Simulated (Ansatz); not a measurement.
Relaxation of AlH$_{3}$O$_{2}$ (6 atoms, charge 0, multiplicity 1), to a largest force component of 0.02 eV/Å in at most 40 steps.

The calculation used RKS B3LYP-D4/def2-SVP (Ansatz).

```xyz
6
Properties=species:S:1:pos:R:3
Al 0.000 0.000 0.000
H 0.000 0.000 1.560
O 1.542 0.000 -0.890
H 1.841 -0.952 -1.045
O -1.542 0.000 -0.890
H -2.051 -0.847 -0.681
```

Task: Where does it end, and by what steps?

Result: It converged. After 6 steps the energy has fallen by 0.604 eV; H4 moved furthest, 0.58 Å.

```tsv
step	energy less start (eV)	largest force component (eV/Å)	accepted
0	0.0000	1.929	yes
1	-0.1246	2.057	yes
2	-0.4016	0.584	yes
3	-0.5339	0.446	yes
4	-0.5956	0.394	yes
5	-0.6037	0.035	yes
6	-0.6043	0.009	yes
```

```xyz
6
Properties=species:S:1:pos:R:3
Al 0.027 -0.189 0.087
H -0.107 0.204 1.601
O 1.593 -0.322 -0.556
H 1.813 -0.556 -1.463
O -1.305 -0.488 -0.933
H -2.232 -0.447 -0.683
```

Whether the end is a true minimum wasn't checked by a vibrational analysis.

Time of the run: 11 s on 1 thread of Arm Neoverse V1, on a shared host, peak memory 0.094 GiB.
